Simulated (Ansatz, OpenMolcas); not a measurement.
# How methods differ on AlH3 (SMILES [AlH3])

AlH3: 4 atoms, total charge 0, spin state singlet. As SMILES, `[AlH3]`. Geometry: relaxed at PBE0-D4/def2-TZVP.

```xyz
4

Al    0.0137   -0.0148   -0.0051
H     0.6332    0.6709    1.2836
H    -1.3408   -0.8320    0.1051
H     0.7494    0.1157   -1.4039
```

Quantity: the energy change with the Al1–H3 bond stretched from 1.586 to 3.964 Å, in eV. The values are calculated.

```csv
level,kind,program,value (eV),less FCI/3-21G,CPU time (all runs)
revPBE/3-21G (restricted),GGA,Ansatz,4.11,+0.99,1.2 s
r2SCAN/3-21G (restricted),meta-GGA,Ansatz,4.47,+1.35,3 s
B3LYP/3-21G (restricted),global hybrid,Ansatz,4.52,+1.40,1.3 s
r2SCAN0/3-21G (restricted),hybrid meta-GGA,Ansatz,4.85,+1.73,2.8 s
wB97M-V/3-21G (restricted),range-separated hybrid,Ansatz,5.10,+1.98,16 s
"MRCI(2,2)/3-21G",multireference,OpenMolcas,3.11,-0.01,3.2 s
CCSDTQ/3-21G (restricted),coupled cluster or CI,Ansatz,3.12,0.00,2.1 s
CISD/3-21G (restricted),coupled cluster or CI,OpenMolcas,3.57,+0.45,3.1 s
FCI/3-21G,exact in the basis,Ansatz,3.12,0.00,0.72 s
```

FCI/3-21G is exact within its basis and frozen core, so for wave-function methods in that basis the difference is their error; functionals converge differently with the basis, so for them it is only a difference. The first shape isn't each level's own minimum. The values span 3.11 to 5.10 eV. All rows use very small basis sets, so none should be taken for the real molecule's value. Times are those of the runs behind each value, whatever else they computed, on shared processors of several kinds: orders of magnitude only.
